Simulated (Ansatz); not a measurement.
## Worked example: building the atomization energy of C₂H₃ClO, singlet

Measured: the G2/97 heats of formation, with zero-point and thermal terms from B3LYP taken off, give an electronic atomization energy of 667.5 kcal/mol (Curtiss et al., J. Chem. Phys. 106, 1063 (1997); Staroverov et al., J. Chem. Phys. 119, 12129 (2003)). The calculation below tries to reproduce it.

Geometry (MP2(full)/6-31G*, from the G2/97 set):

```yaml
atoms:
  - { symbol: C, position_ang: [0.0781, 0.5749, 0.0000] }
  - { symbol: C, position_ang: [1.5642, 0.7674, 0.0000] }
  - { symbol: Cl, position_ang: [-0.3741, -1.1670, 0.0000] }
  - { symbol: O, position_ang: [-0.7674, 1.4260, 0.0000] }
  - { symbol: H, position_ang: [1.7792, 1.8358, 0.0000] }
  - { symbol: H, position_ang: [1.9960, 0.2911, 0.8827] }
  - { symbol: H, position_ang: [1.9960, 0.2911, -0.8827] }
```

Atomization energies (atoms less molecule, kcal/mol) from Ansatz 0.2.0, frozen cores, restricted molecule, unrestricted atoms, sets cc-pV(D+d)Z, cc-pV(T+d)Z, cc-pV(Q+d)Z:

```json
{"level": "HF", "DZ": "459.16", "TZ": "468.24", "QZ": "469.28"}
{"level": "CCSD(T)", "DZ": "616.09", "TZ": "648.30", "QZ": "659.32"}
{"level": "CCSDT", "DZ": "616.00", "TZ": "647.45", "QZ": "–"}
{"level": "CCSDT(Q)", "DZ": "617.00", "TZ": "648.58", "QZ": "–"}
```

Question: Extrapolate Hartree–Fock with exp(−5.46 √X) and the CCSD(T) correlation part with X⁻³ (X = 3, 4), add each higher step from the largest set that has it, and compare with the measured value.

Answer: Hartree–Fock: 469.28 + (469.28 − 468.24) × 0.301 = 469.59.
Correlation: TZ 180.06, QZ 190.04; (64 × 190.04 − 27 × 180.06) / 37 = 197.32.
Full triples (TZ): 647.45 − 648.30 = -0.85.
(Q) (TZ): 648.58 − 647.45 = 1.13.
Sum: 667.2 kcal/mol, 0.3 below the measured 667.5.

The steps beyond CCSD(T) add 0.28 kcal/mol, while going from QZ to the limit adds 7.59. Core correlation, scalar relativity, spin–orbit terms and the relaxation from this MP2 geometry are missing from the sum, and the measured value has its own uncertainty.
